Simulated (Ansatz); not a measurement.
Results of PBEsol (PAW; Ansatz, a program for electronic structure) for 2H WSe2.

Run with plane-wave cutoff 520 eV, 12×12×4 k mesh (along the axes of the cell as run), Fermi–Dirac smearing 0.01 eV, no spin polarisation, scalar-relativistic PAW data made under PBE.

Cell (measured lattice):

```yaml
crystal:
  lattice:
    - [-1.64100, -2.84230, 0.00000]
    - [-1.64100, 2.84230, 0.00000]
    - [0.00000, 0.00000, -12.96000]
  atoms:
    - { symbol: W, position: [0.33333, 0.66667, 0.25000] }
    - { symbol: W, position: [0.66667, 0.33333, 0.75000] }
    - { symbol: Se, position: [0.33333, 0.66667, 0.87900] }
    - { symbol: Se, position: [0.66667, 0.33333, 0.37900] }
    - { symbol: Se, position: [0.66667, 0.33333, 0.12100] }
    - { symbol: Se, position: [0.33333, 0.66667, 0.62100] }
```

Problem. Estimate the band gap, smallest direct gap on the k points sampled and Γ–Γ gap that the calculation returns.

Solution. 
band gap: 0.91 eV
smallest direct gap on the k points sampled: 1.54 eV
Γ–Γ gap: 2.67 eV

Note: cell and atoms aren't relaxed at this level (largest force component 0.06 eV/Å, pressure -0.5 GPa).

Spin–orbit coupling is not included.

The computed numbers hold no vibrational or temperature effects.

The result took roughly 70 core-seconds.
